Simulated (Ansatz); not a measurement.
Compare A (`C/C=C\CC`) with its isomer B (`C/C=C/CC`).

Calculated with Ansatz (gas phase, PBE0-D4/def2-TZVP geometries, no zero-point term in ΔE). CBS: MP2 limit from def2 TZ/QZ plus the TZ coupled-cluster correction, frozen cores. Double bonds are as drawn, so ΔE can hold a change between cis and trans. Functionals use def2-TZVPP. B3LYP here is the variant with VWN-RPA as its local correlation; programs differ in this. One conformer a species, not always the lowest.

Task: Which is lower in electronic energy at CCSD(T)/CBS, and by how much? (An estimate is asked.)

Result: The calculation gave: B, by 1.1 kcal/mol.

Task: Give E(B) − E(A) in kcal/mol with B3LYP-D4, PBE0-D4, BLYP-D4, ωB97M-V, PBE-D4, B2PLYP, CCSD(T)/def2-SVP. (Best estimate.)

Result: The calculation gave: B3LYP-D4 -1.0, PBE0-D4 -1.0, BLYP-D4 -1.0, ωB97M-V -1.2, PBE-D4 -1.0, B2PLYP -1.3, CCSD(T)/def2-SVP -1.5. None reverses the order clearly.

Task: Does the order hold for the free energy at 298.15 K (harmonic terms from PBE0-D4)? (Estimate.)

Result: Ansatz gave: Yes: G(B) − G(A) = -1.0 kcal/mol, for one conformer each. Modes under 60 cm⁻¹, often nearly free rotors, make the harmonic entropy too high.

Largest T1 diagnostic: 0.009.

Leaving LDA and LC-ωPBE aside and taking each functional with its dispersion term where it has one, the values, not all of them listed here, spread over 0.4 kcal/mol, from B2PLYP to revPBE-D4.
